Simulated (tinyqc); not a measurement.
Worked calculation (part 2 of 2): ROHF in the sto-6g basis, for BH, spin multiplicity 3. This run ends on a higher stationary point, not on the lowest solution. Computed by tinyqc, a small Python program that keeps every step (integrals from PySCF). Command: `OMP_NUM_THREADS=1 python tinyqc.py 20043 20044 out.jsonl` (the two numbers bound the seeds that draw the settings). One thread of a shared host (Intel(R) Xeon(R) Processor @ 2.60GHz), about 0.1 s of CPU time with the checks.

Geometry (angstrom):
```
atom        x        y        z
B     0.00000  0.00000  0.00000
H     0.00000  0.00000  2.23800
```

## Iteration 3: diagonalisation and new density

extrapolated F (hartree), lower triangle:
```
           1B 1s     1B 2s   1B 2px   1B 2py    1B 2pz     2H 1s
1B 1s   -7.33651
1B 2s   -2.05627  -0.91289
1B 2px   0.00000   0.00000  0.30483
1B 2py   0.00000   0.00000  0.00000  0.30483
1B 2pz  -0.00178   0.01010  0.00000  0.00000   0.08237
2H 1s   -0.05191  -0.07661  0.00000  0.00000  -0.08167  -0.06825
```

X:
```
               1         2         3        4         5        6
1B 1s   -0.73209   0.37768   0.00000  0.00000  -0.33077  0.53680
1B 2s    0.81984  -0.17597   0.00000  0.00000  -0.17459  0.59757
1B 2px   0.00000   0.00000   0.96616  0.25793   0.00000  0.00000
1B 2py   0.00000   0.00000  -0.25793  0.96616   0.00000  0.00000
1B 2pz   0.20394   0.73144   0.00000  0.00000   0.64920  0.15619
2H 1s   -0.40634  -0.66839   0.00000  0.00000   0.56950  0.31692
```

Diagonalise F' = X^T F X, C = X C', fill 4 alpha and 2 beta electrons from the bottom; D(s) = C_occ C_occ^T. Each column has its largest component positive (the first on a tie).

F' = X^T F X (hartree), lower triangle:
```
          1         2        3        4         5         6
1  -2.04753
2   1.31333  -0.70338
3   0.00000   0.00000  0.30483
4   0.00000   0.00000  0.00000  0.30483
5  -1.33287   0.94450  0.00000  0.00000  -1.08252
6   2.46646  -1.59715  0.00000  0.00000   1.93985  -3.81730
```

orbital energies (hartree): MO1 -7.33849, MO2 -0.36366, MO3 -0.08693, MO4 0.13834, MO5 0.30483, MO6 0.30483

coefficients C:
```
             MO1       MO2       MO3       MO4      MO5       MO6
1B 1s    0.99522  -0.28880   0.03988  -0.02628  0.00000   0.00000
1B 2s    0.01753   1.02568  -0.16476   0.10581  0.00000   0.00000
1B 2px   0.00000   0.00000   0.00000   0.00000  0.47829   0.87820
1B 2py   0.00000   0.00000   0.00000   0.00000  0.87820  -0.47829
1B 2pz   0.00035  -0.01989   0.36864   0.94136  0.00000   0.00000
2H 1s   -0.00104   0.07126   0.88092  -0.50550  0.00000   0.00000
```

D(alpha) after iteration 3, lower triangle:
```
           1B 1s     1B 2s   1B 2px   1B 2py    1B 2pz    2H 1s
1B 1s    1.07616
1B 2s   -0.28813   1.09067
1B 2px   0.00000   0.00000  0.00000
1B 2py   0.00000   0.00000  0.00000  0.00000
1B 2pz  -0.00394   0.01848  0.00000  0.00000   1.02244
2H 1s    0.02680  -0.12556  0.00000  0.00000  -0.15253  1.03663
```

D(beta) after iteration 3, lower triangle:
```
           1B 1s     1B 2s   1B 2px   1B 2py    1B 2pz    2H 1s
1B 1s    1.07387
1B 2s   -0.27878   1.05233
1B 2px   0.00000   0.00000  0.00000
1B 2py   0.00000   0.00000  0.00000  0.00000
1B 2pz   0.00610  -0.02039  0.00000  0.00000   0.00040
2H 1s   -0.02162   0.07307  0.00000  0.00000  -0.00142  0.00508
```

Within a degenerate level the vectors are fixed only up to a rotation; this is one choice.

## Iteration 4: building the Fock matrix

core Hamiltonian H = T + V (hartree), lower triangle:
```
            1B 1s     1B 2s    1B 2px    1B 2py    1B 2pz     2H 1s
1B 1s   -12.68093
1B 2s    -3.14070  -3.61200
1B 2px    0.00000   0.00000  -2.85259
1B 2py    0.00000   0.00000   0.00000  -2.85259
1B 2pz   -0.00552  -0.05362   0.00000   0.00000  -2.87872
2H 1s    -0.07455  -0.31613   0.00000   0.00000  -0.36702  -1.65309
```

Two-electron integrals (ij|kl) in chemists' order, unique and non-zero (hartree):
```
(11|11) 2.92499   (21|11) 0.48076   (21|21) 0.09948   (22|11) 0.74345
(22|21) 0.18897   (22|22) 0.54492   (31|31) 0.02110   (32|31) 0.03085
(32|32) 0.12044   (33|11) 0.74345   (33|21) 0.18897   (33|22) 0.54492
(33|33) 0.58711   (41|41) 0.02110   (42|41) 0.03085   (42|42) 0.12044
(43|43) 0.03164   (44|11) 0.74345   (44|21) 0.18897   (44|22) 0.54492
(44|33) 0.52383   (44|44) 0.58711   (51|51) 0.02110   (52|51) 0.03085
(52|52) 0.12044   (53|53) 0.03164   (54|54) 0.03164   (55|11) 0.74345
(55|21) 0.18897   (55|22) 0.54492   (55|33) 0.52383   (55|44) 0.52383
(55|55) 0.58711   (61|11) 0.01151   (61|21) 0.00232   (61|22) 0.00441
(61|33) 0.00439   (61|44) 0.00439   (61|51) 0.00018   (61|52) 0.00036
(61|55) 0.00445   (61|61) 0.00006   (62|11) 0.04841   (62|21) 0.01265
(62|22) 0.04297   (62|33) 0.04168   (62|44) 0.04168   (62|51) 0.00138
(62|52) 0.00973   (62|55) 0.04556   (62|61) 0.00032   (62|62) 0.00629
(63|31) 0.00096   (63|32) 0.00505   (63|53) 0.00156   (63|63) 0.00047
(64|41) 0.00096   (64|42) 0.00505   (64|54) 0.00156   (64|64) 0.00047
(65|11) 0.05511   (65|21) 0.01453   (65|22) 0.05138   (65|33) 0.04908
(65|44) 0.04908   (65|51) 0.00224   (65|52) 0.01515   (65|55) 0.05598
(65|61) 0.00037   (65|62) 0.00863   (65|65) 0.01210   (66|11) 0.23640
(66|21) 0.06262   (66|22) 0.23573   (66|33) 0.22750   (66|44) 0.22750
(66|51) 0.00551   (66|52) 0.05265   (66|55) 0.25218   (66|61) 0.00156
(66|62) 0.05243   (66|65) 0.07645   (66|66) 0.77500
```

nuclear repulsion = 1.1822547 hartree

J_ij = sum D_kl (ij|kl) with D = D(alpha) + D(beta), K_ij = sum D_kl (ik|jl) for each spin; F = H + J - K(s); E = tr D H + tr D J / 2 - 0.5 sum_s tr D(s) K(s) + E_nn.

Coulomb J (hartree), lower triangle:
```
          1B 1s    1B 2s   1B 2px   1B 2py   1B 2pz    2H 1s
1B 1s   8.32171
1B 2s   1.57853  3.33460
1B 2px  0.00000  0.00000  3.30530
1B 2py  0.00000  0.00000  0.00000  3.30530
1B 2pz  0.00488  0.04883  0.00000  0.00000  3.39320
2H 1s   0.03760  0.27971  0.00000  0.00000  0.34435  1.97851
```

exchange K(alpha) (hartree), lower triangle:
```
          1B 1s    1B 2s   1B 2px   1B 2py   1B 2pz    2H 1s
1B 1s   3.00082
1B 2s   0.51142  0.70908
1B 2px  0.00000  0.00000  0.16743
1B 2py  0.00000  0.00000  0.00000  0.16743
1B 2pz  0.00003  0.00386  0.00000  0.00000  0.72835
2H 1s   0.01309  0.07731  0.00000  0.00000  0.10004  0.78640
```

exchange K(beta) (hartree), lower triangle:
```
          1B 1s     1B 2s   1B 2px   1B 2py   1B 2pz    2H 1s
1B 1s   2.97757
1B 2s   0.48030   0.58070
1B 2px  0.00000   0.00000  0.13290
1B 2py  0.00000   0.00000  0.00000  0.13290
1B 2pz  0.00006  -0.00815  0.00000  0.00000  0.13445
2H 1s   0.01103   0.05831  0.00000  0.00000  0.01314  0.01747
```

F(alpha) (hartree), lower triangle:
```
           1B 1s     1B 2s   1B 2px   1B 2py    1B 2pz     2H 1s
1B 1s   -7.36004
1B 2s   -2.07359  -0.98648
1B 2px   0.00000   0.00000  0.28527
1B 2py   0.00000   0.00000  0.00000  0.28527
1B 2pz  -0.00067  -0.00866  0.00000  0.00000  -0.21387
2H 1s   -0.05004  -0.11373  0.00000  0.00000  -0.12272  -0.46098
```

F(beta) (hartree), lower triangle:
```
           1B 1s     1B 2s   1B 2px   1B 2py    1B 2pz    2H 1s
1B 1s   -7.33679
1B 2s   -2.04247  -0.85810
1B 2px   0.00000   0.00000  0.31980
1B 2py   0.00000   0.00000  0.00000  0.31980
1B 2pz  -0.00071   0.00336  0.00000  0.00000   0.38003
2H 1s   -0.04797  -0.09473  0.00000  0.00000  -0.03582  0.30795
```

total energy of this density = -24.8442600 hartree

## Iteration 4: Roothaan effective Fock matrix

overlap S, lower triangle:
```
          1B 1s    1B 2s   1B 2px   1B 2py   1B 2pz    2H 1s
1B 1s   1.00000
1B 2s   0.26489  1.00000
1B 2px  0.00000  0.00000  1.00000
1B 2py  0.00000  0.00000  0.00000  1.00000
1B 2pz  0.00000  0.00000  0.00000  0.00000  1.00000
2H 1s   0.00624  0.11428  0.00000  0.00000  0.14714  1.00000
```

With projectors Pc = D(beta) S, Po = (D(alpha) - D(beta)) S, Pv = 1 - D(alpha) S, the block xy is Px^T F Py; with Fc = (F(alpha) + F(beta))/2, the blocks are Fc for cc, oo, vv and cv, F(beta) for co and F(alpha) for ov.

effective F (hartree), lower triangle:
```
           1B 1s     1B 2s   1B 2px   1B 2py    1B 2pz     2H 1s
1B 1s   -7.34842
1B 2s   -2.05783  -0.92529
1B 2px   0.00000   0.00000  0.30254
1B 2py   0.00000   0.00000  0.00000  0.30254
1B 2pz  -0.00049   0.00121  0.00000  0.00000   0.08300
2H 1s   -0.05119  -0.08164  0.00000  0.00000  -0.07877  -0.06756
```

## Iteration 4: DIIS over 3 matrices

error matrix X^T (FDS - SDF) X:
```
          1        2        3        4         5         6
1   0.00000  0.00410  0.00000  0.00000   0.00612   0.00146
2  -0.00410  0.00000  0.00000  0.00000  -0.00258  -0.00350
3   0.00000  0.00000  0.00000  0.00000   0.00000   0.00000
4   0.00000  0.00000  0.00000  0.00000   0.00000   0.00000
5  -0.00612  0.00258  0.00000  0.00000   0.00000  -0.00417
6  -0.00146  0.00350  0.00000  0.00000   0.00417   0.00000
```

B (overlaps of the stored error matrices), lower triangle:
```
                1              2              3
1   5.3844903e-02
2   7.0606975e-03  4.8996963e-03
3  -5.8208323e-04  4.5258295e-04  1.8528614e-04
```

Minimise |sum c_i e_i|^2 with sum c_i = 1: solve [B -1; -1 0][c; lambda] = [0; -1] with B_ij = tr e_i^T e_j, and take F = sum c_i F_i.

DIIS coefficients: 0.02937  -0.11578  1.08641

extrapolated F (hartree), lower triangle:
```
           1B 1s     1B 2s   1B 2px   1B 2py    1B 2pz     2H 1s
1B 1s   -7.35976
1B 2s   -2.06090  -0.92544
1B 2px   0.00000   0.00000  0.29678
1B 2py   0.00000   0.00000  0.00000  0.29678
1B 2pz  -0.00011   0.00114  0.00000  0.00000   0.07824
2H 1s   -0.05115  -0.08264  0.00000  0.00000  -0.07869  -0.06521
```

## Iteration 4: diagonalisation and new density

As before.

F' = X^T F X (hartree), lower triangle:
```
          1         2        3        4         5         6
1  -2.06206
2   1.31577  -0.70881
3   0.00000   0.00000  0.29678
4   0.00000   0.00000  0.00000  0.29678
5  -1.34655   0.94630  0.00000  0.00000  -1.08230
6   2.46622  -1.60224  0.00000  0.00000   1.94334  -3.83437
```

orbital energies (hartree): MO1 -7.36168, MO2 -0.37684, MO3 -0.08041, MO4 0.13139, MO5 0.29678, MO6 0.29678

coefficients C:
```
             MO1       MO2       MO3       MO4      MO5       MO6
1B 1s    0.99529  -0.28786   0.04672  -0.02228  0.00000   0.00000
1B 2s    0.01727   1.02290  -0.18856   0.09222  0.00000   0.00000
1B 2px   0.00000   0.00000   0.00000   0.00000  0.28439   0.95871
1B 2py   0.00000   0.00000   0.00000   0.00000  0.95871  -0.28439
1B 2pz   0.00016   0.00171   0.37129   0.94052  0.00000   0.00000
2H 1s   -0.00110   0.08495   0.87777  -0.50885  0.00000   0.00000
```

D(alpha) after iteration 4, lower triangle:
```
           1B 1s     1B 2s   1B 2px   1B 2py    1B 2pz    2H 1s
1B 1s    1.07616
1B 2s   -0.28813   1.09067
1B 2px   0.00000   0.00000  0.00000
1B 2py   0.00000   0.00000  0.00000  0.00000
1B 2pz  -0.00394   0.01848  0.00000  0.00000   1.02244
2H 1s    0.02680  -0.12556  0.00000  0.00000  -0.15253  1.03663
```

D(beta) after iteration 4, lower triangle:
```
           1B 1s    1B 2s   1B 2px   1B 2py   1B 2pz    2H 1s
1B 1s    1.07348
1B 2s   -0.27726  1.04661
1B 2px   0.00000  0.00000  0.00000
1B 2py   0.00000  0.00000  0.00000  0.00000
1B 2pz  -0.00033  0.00175  0.00000  0.00000  0.00000
2H 1s   -0.02555  0.08687  0.00000  0.00000  0.00015  0.00722
```

Within a degenerate level the vectors are fixed only up to a rotation; this is one choice.

## Iteration 8 (converged): orbitals

converged F (hartree), lower triangle:
```
           1B 1s     1B 2s   1B 2px   1B 2py    1B 2pz     2H 1s
1B 1s   -7.35004
1B 2s   -2.05819  -0.92642
1B 2px   0.00000   0.00000  0.30176
1B 2py   0.00000   0.00000  0.00000  0.30176
1B 2pz   0.00066  -0.00481  0.00000  0.00000   0.08229
2H 1s   -0.05141  -0.08160  0.00000  0.00000  -0.07895  -0.06260
```

As before.

F' = X^T F X (hartree), lower triangle:
```
          1         2        3        4         5         6
1  -2.06319
2   1.31155  -0.70190
3   0.00000   0.00000  0.30176
4   0.00000   0.00000  0.00000  0.30176
5  -1.34721   0.94731  0.00000  0.00000  -1.07769
6   2.46036  -1.60243  0.00000  0.00000   1.94006  -3.83052
```

orbital energies (hartree): MO1 -7.35196, MO2 -0.37856, MO3 -0.07758, MO4 0.13481, MO5 0.30176, MO6 0.30176

coefficients C:
```
             MO1       MO2       MO3       MO4      MO5       MO6
1B 1s    0.99529  -0.28801   0.04760  -0.01810  0.00000   0.00000
1B 2s    0.01727   1.02351  -0.19177   0.07760  0.00000   0.00000
1B 2px   0.00000   0.00000   0.00000   0.00000  0.26748   0.96356
1B 2py   0.00000   0.00000   0.00000   0.00000  0.96356  -0.26748
1B 2pz   0.00006   0.01516   0.36594   0.94250  0.00000   0.00000
2H 1s   -0.00105   0.08059   0.88042  -0.50497  0.00000   0.00000
```

D(alpha) after iteration 8, lower triangle:
```
           1B 1s     1B 2s   1B 2px   1B 2py    1B 2pz    2H 1s
1B 1s    1.07616
1B 2s   -0.28813   1.09067
1B 2px   0.00000   0.00000  0.00000
1B 2py   0.00000   0.00000  0.00000  0.00000
1B 2pz  -0.00394   0.01848  0.00000  0.00000   1.02244
2H 1s    0.02680  -0.12556  0.00000  0.00000  -0.15253  1.03663
```

D(beta) after iteration 8, lower triangle:
```
           1B 1s    1B 2s   1B 2px   1B 2py   1B 2pz    2H 1s
1B 1s    1.07356
1B 2s   -0.27759  1.04787
1B 2px   0.00000  0.00000  0.00000
1B 2py   0.00000  0.00000  0.00000  0.00000
1B 2pz  -0.00430  0.01551  0.00000  0.00000  0.00023
2H 1s   -0.02425  0.08246  0.00000  0.00000  0.00122  0.00650
```

Within a degenerate level the vectors are fixed only up to a rotation; this is one choice.

## Convergence

Stop when the energy changes by less than 1e-09 hartree and every element of the error matrix X^T (F D S - S D F) X is below 9e-06.

Course of the cycle:
```
iteration  E (hartree)     change  largest element of the error matrix
1          -23.8681385          -                             3.88e-01
2          -24.5083672  -6.40e-01                             1.21e-01
3          -24.8389403  -3.31e-01                             3.53e-02
4          -24.8442600  -5.32e-03                             6.12e-03
5          -24.8445571  -2.97e-04                             3.83e-03
6          -24.8446180  -6.09e-05                             9.76e-05
7          -24.8446181  -6.46e-08                             3.01e-06
8          -24.8446181  -3.73e-11                             2.09e-07
```

PySCF ROHF in the same basis = -24.8654183 hartree

Converged in 8 iterations. But the solution lies 0.02080 hartree above the reference: it is another stationary point, not the lowest one. Reruns (cap 100 unless said): DIIS 8: converged in 8 to a higher stationary point; atomic densities as start, DIIS 8: converged in 16.

## Populations, bond orders and dipole

Mulliken: Z minus the diagonal of D S on the atom; Loewdin: the same with S^(1/2) D S^(1/2); Mayer order: 2 sum_s sum (D(s) S)_ij (D(s) S)_ji over the two atoms.

Charges (e):
```
atom  Mulliken   Loewdin  Mulliken spin
1B     0.01595   0.01978        1.01595
2H    -0.01595  -0.01978        0.98405
```

Mayer bond orders:
```
pair    order
2-1   0.03139
```

dipole moment about the origin, x y z (debye): 0.00000  0.00000  -0.25204
